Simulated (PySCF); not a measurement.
## Simulated absorption spectrum

Compound: C4H4F2.
InChI=1S/C4H4F2/c5-3-1-2-4(3)6/h1-2H2

Computed with TDDFT PBE0/def2-SVPD, vertical, gas phase, core orbitals frozen in the response in PySCF. Isolated species at its PBE0-D3(BJ)/def2-SVP geometry, gas phase.

Computed states:

| state | E (eV) | f |
| --- | --- | --- |
| S1 | 6.43 | 0.0040 |
| S2 | 6.99 | 0.029 |
| S3 | 7.18 | 0.0000 |
| S4 | 7.59 | 0.230 |
| S5 | 8.15 | 0.056 |
| S6 | 8.70 | 0.0001 |
| S7 | 8.74 | 0.0000 |
| S8 | 9.00 | 0.0000 |
| S9 | 9.20 | 0.0062 |
| S10 | 9.53 | 0.0069 |

Each state is given a Gaussian of 0.3 eV full width at half maximum, with ε(max) = 2.175×10⁸ f / Δν̃ (Δν̃ the width in cm⁻¹). The width is an assumption, not a result. The curve ends short of the highest state used, and states not computed would add to its high-energy end.

Question: What does the envelope look like, and where are its maxima?

Answer: 
| λ (nm) | ε (L mol⁻¹ cm⁻¹) |
| --- | --- |
| 138.9 | 54 |
| 141.2 | 7 |
| 143.6 | 9 |
| 145.9 | 130 |
| 148.3 | 1334 |
| 150.7 | 4223 |
| 153.0 | 4637 |
| 155.4 | 2156 |
| 157.7 | 2561 |
| 160.1 | 10181 |
| 162.5 | 19800 |
| 164.8 | 17868 |
| 167.2 | 7898 |
| 169.6 | 1899 |
| 171.9 | 803 |
| 174.3 | 1643 |
| 176.6 | 2542 |
| 179.0 | 2329 |
| 181.4 | 1269 |
| 183.7 | 465 |
| 186.1 | 167 |
| 188.4 | 195 |
| 190.8 | 315 |
| 193.2 | 361 |
| 195.5 | 285 |
| 197.9 | 157 |
| 200.3 | 61 |
| 202.6 | 19 |
| 205.0 | 4 |
| 207.3 | 1 |

Maxima: 193 nm (6.43 eV), ε about 360, made up of S1 (100%); 177 nm (6.99 eV), ε about 2600, made up of S2 (100%); 163 nm (7.59 eV), ε about 21000, made up of S4 (100%); 152 nm (8.15 eV), ε about 5000, made up of S5 (100%) (ε in L mol⁻¹ cm⁻¹; maxima over ε = 5, shares over 10%). At its high-energy end, 8.93 eV, the curve is still rising (ε about 58, from S9).

Question: On this curve, what absorbance would a 10⁻⁴ mol/L sample give at 193 nm over a 1 cm path?

Answer: 193 nm is 6.424 eV, where ε is about 360 L mol⁻¹ cm⁻¹, so A = ε c l ≈ 0.036 (Beer–Lambert, with the gas-phase spectrum and the assumed width).

Question: Coming from long wavelengths, where does ε first pass 100 L mol⁻¹ cm⁻¹?

Answer: At about 199 nm (6.23 eV), 0.20 eV below S1.

Question: What would ε be at 7.59 eV, the highest of these maxima, with half the width (0.15 eV)?

Answer: About 41300 L mol⁻¹ cm⁻¹ against 20700, a factor of about 2.00; a lone state at its own centre would give exactly 2.

The vertical ionisation energy is 9.40 eV (ΔSCF), so S10 and higher lie in the continuum; a finite Gaussian basis only mimics such states.
